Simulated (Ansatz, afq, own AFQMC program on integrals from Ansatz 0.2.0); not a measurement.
BSiH2, quartet: AFQMC among the cluster methods

```yaml
atoms:
  - { symbol: Si, position_ang: [0.0000, 0.0000, 0.6500] }
  - { symbol: B, position_ang: [0.0000, 0.0000, -1.3428] }
  - { symbol: H, position_ang: [0.0000, -1.0760, -1.8539] }
  - { symbol: H, position_ang: [0.0000, 1.0760, -1.8539] }
```

Connectivity, by distances: Si–BH2.

Basis cc-pVDZ. Only valence electrons are correlated. Ansatz 0.2.0 and our own AFQMC program on the same integrals; the CISD trial comes from CCSD amplitudes, and released means the phaseless constraint is let go. ± is one standard error of the sampling.

Determinant: UHF, the one that the program's search chose, which needn't be the lowest solution. The geometry is a PBE0/def2-TZVP stationary point of this or a neighbouring charge and spin state.

No full CI on the walks' own integrals is used here; CCSDT(Q) serves as the reference and is uncertain by about the last step of the cluster series.

Cautions: lower spins were not checked.

* T1 diagnostic: 0.0396
* weight of the determinant in the CISD state: 0.868
* ⟨S²⟩ of the determinant: 3.753
* size of the correlated space: 9 electrons in 36 orbitals

Reference: CCSDT(Q), correlation energy -4.779 eV. The released energy is read at 2.40 1/Eh (meV from the phaseless value at times in 1/Eh: -9 ± 10 at 0.24, -20 ± 10 at 0.51, -19 ± 9 at 0.99, -33 ± 10 at 1.62, -40 ± 12 at 2.40).

```
         level  E − E(reference) (mEh)  share of correlation (%)
            HF                  175.64                      0.00
           MP2                   41.63                     76.30
          CCSD                    7.52                     95.72
       CCSD(T)                    1.78                     98.99
         CCSDT                    0.34                     99.81
   ph-AFQMC/HF             0.24 ± 1.89                     99.86
 ph-AFQMC/CISD             1.02 ± 0.34                     99.42
released AFQMC            -0.44 ± 0.45                    100.25
```

A walk keeps the symmetry of its determinant, which the program's search chose and which needn't be the lowest solution, so a lower state of the same spin and another symmetry isn't excluded. Released energies are given only where the last usable release times agree within the noise; a slower fall can still hide under it.
